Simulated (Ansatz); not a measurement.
Isomers of C4H3FS, relaxed with PBE0-D4/def2-TZVP in Ansatz; electronic energies, one conformer each and not always the lowest. Functionals use def2-TZVPP; CBS adds triple-zeta CCSD(T) − MP2 to the MP2 limit of def2-TZVPP and def2-QZVPP.

Question: Order them by energy at frozen-core CCSD(T)/CBS, lowest first. (An estimate is asked.)
A. `Fc1ccsc1`
B. `C=C1C=C(F)S1`
C. `Fc1cccs1`

Answer: A (0.0 kcal/mol), C (3.7 kcal/mol), B (37.6 kcal/mol).

Question: How do B2PLYP, PBE-D4, MP2/CBS(def2), B3LYP place them (kcal/mol, against `Fc1ccsc1`)? (An estimate is asked.)

Answer: Computed: 
| isomer | B2PLYP | PBE-D4 | MP2/CBS(def2) | B3LYP |
| --- | --- | --- | --- | --- |
| `C=C1C=C(F)S1` | 38.5 | 36.6 | 41.8 | 37.0 |
| `Fc1cccs1` | 3.8 | 3.4 | 4.1 | 3.7 |

B3LYP here is the variant with VWN-RPA as its local correlation; programs differ in this.
